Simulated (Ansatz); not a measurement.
fcc Ir, treated with r²SCAN-D4 (PAW; Ansatz, an electronic-structure program).

Numerical settings: plane-wave cutoff 560 eV, 24×24×24 k mesh, Fermi–Dirac smearing 0.05 eV, no spin polarisation, scalar-relativistic PAW data made under PBE.

Results at a series of volumes:

```csv
V (Å³/atom),E − E_lowest (meV/atom),P (GPa)
13.260,69.31,27.92
13.542,29.52,17.47
13.824,7.07,8.21
14.106,0.00,-0.01
14.388,6.56,-7.29
14.671,25.20,-13.74
14.953,54.52,-19.44
```

Task: Estimate the bulk modulus from the pressures at 13.824 and 14.388 Å³/atom, and compare it with a fit to all energies.

Result: B = −V dP/dV. Between V = 13.824 and 14.388 Å³/atom, dP/dV = (-7.29 − (8.21))/(14.388 − 13.824) = -27.5 GPa per Å³/atom; at the midpoint 14.106 Å³/atom this gives B ≈ 388 GPa. The third-order Birch–Murnaghan fit gives V0 = 14.106 Å³/atom, B0 = 386 GPa, B′ = 5.0, which lies within 1 % of that estimate.

Measured, for comparison: bulk modulus 365 GPa (corrected for temperature and zero-point phonon effects; as tabulated in Levämäki et al. (2014), arXiv:1402.3671); equilibrium volume per atom 14.06 Å³/atom (static lattice: zero-point anharmonic expansion removed; as tabulated in Mejia-Rodriguez and Trickey (2018), arXiv:1807.09216). Computed (rounded) less measured: bulk modulus +6 %, equilibrium volume per atom +0.4 %.

Spin–orbit coupling is not included.
